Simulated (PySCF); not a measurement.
A species of formula C5H11N has this rotational fingerprint, computed with wB97X-D/def2-SVPD in PySCF (dipole) on a GFN2-xTB geometry, gas phase:

- Rotational constants: A = 5507, B = 2803, C = 2181 MHz
- Dipole components: |μa| = 0.56 D, |μb| = 0.62 D, |μc| = 0.47 D
- Inertial defect: -40.39 u·Å²
- κ: -0.63

Problem. Which candidate fits, each taken in the one conformer that was computed?
A. `[H]/[N:6]=[CH:5]/[CH2:4][CH2:3][CH2:2][CH3:1]` with C1–C2–C3–C4 178°, C2–C3–C4–C5 -65°, C3–C4–C5–N6 127°
B. `[CH2:1]=[CH:2][CH2:3][NH:4][CH2:5][CH3:6]` with C1–C2–C3–N4 -114°, C2–C3–N4–C5 -70°, C3–N4–C5–C6 -174°
C. `[CH3:1][NH:2][C@@H:3]1[CH2:4][C@@H:5]1[CH3:6]` with C1–N2–C3–C4 162°

Solution. C. It is CN[C@@H]1C[C@@H]1C, an asymmetric top, point group C1. The candidates at the same level (rigid rotor, commonest isotopes):

| SMILES | A (MHz) | B (MHz) | C (MHz) | μa (D) | μb (D) | μc (D) | Δ (u·Å²) | point group | rotor |
| --- | --- | --- | --- | --- | --- | --- | --- | --- | --- |
| C=CCNCC | 10643 | 1506 | 1452 | 0.18 | 0.81 | 0.06 | -35.08 | C1 | near-prolate asymmetric top |
| CN[C@@H]1C[C@@H]1C | 5507 | 2803 | 2181 | 0.56 | 0.62 | 0.47 | -40.39 | C1 | asymmetric top |
| [H]/N=C/CCCC | 7660 | 1701 | 1515 | 0.78 | 0.53 | 1.63 | -29.55 | C1 | near-prolate asymmetric top |

`C=CCNCC` has A 93 % too high; `[H]/N=C/CCCC` has B 39 % too low. No structure here is proved a minimum.
